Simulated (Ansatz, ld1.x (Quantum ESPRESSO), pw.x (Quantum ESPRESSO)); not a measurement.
Zr (sc): variants of one RRKJ potential in the solid

Zr (Z = 40), norm-conserving RRKJ (Kleinman–Bylander form), made with ld1.x (Quantum ESPRESSO) 7.5 (LDA (PW92), scalar-relativistic). Core [Kr], reference 4d2 5s2 5p0. Waves: 5s (bound): rc 3.25 bohr; 5p (bound, empty): rc 3.35 bohr; 4d (bound): rc 2.05 bohr. Local part: all-electron potential smoothed inside 2.75 bohr (lloc = -1). Core correction: none. rho0 = 0.01.

Crystal test: sc Zr in pw.x 7.5, no spin, 12³ k-points, Fermi–Dirac smearing 0.01 Ry, cutoffs set for each file from its atomic test. The reference is all-electron LAPW (Ansatz 0.2.0) with the same functional, mesh and smearing; V0 and B0 come from Birch–Murnaghan fits to the pressures at five volumes. Errors are pseudo minus all-electron; Δ is the rms difference of the E(V) curves that follow from these fits, minima aligned, over ±6 % about the mean V0. Mesh and smearing are coarse, so the numbers serve the comparison and aren't converged zero-temperature values; the lattice is a test structure that the element need not adopt.

All-electron: a0 = 2.838 Å (V0 = 22.86 Å³/atom), B0 = 76.9 GPa.

Base: The largest radius (3.35 bohr) exceeds half the bond length (2.69 bohr), so the spheres overlap, which is one possible source of error among others. This is a poor potential for the solid. Note: ghost state, extra bound levels that the all-electron valence spectrum of the same l lacks: s at -2.09 eV. A true bound ghost makes a file unfit for plane-wave use. Atomic configuration tests: 1 of 9 tests not solved or not reliable. The logarithmic derivative shows an extra or strongly shifted pseudo pole above the reference energy (s near -0.15 Ry).

2 further variants are left out: they gave no file fit for a test, a broken result, the same result as the base, or pressures whose basis-set error rivals the error shown.

A dash in a converged row means that the minimum lies outside the volumes sampled.

```tsv
change	cutoffs (Ry)	pw.x	a0 (Å)	a0 error (%)	B0 error (%)	Δ (meV/atom)	mean pressure error (GPa)
base	40/160	converged; bound ghost	–	–	–	–	-7.60
core correction a·sin(br)/r model core inside 2.52 bohr	50/200	converged; bound ghost	–	–	–	–	-3.56
local potential all-electron potential smoothed inside 2.42 bohr (lloc = -1)	40/160	converged; bound ghost	–	–	–	–	+16.02
local potential the s channel	40/160	converged	2.843	+0.17	-5.8	1.8	+0.36
```
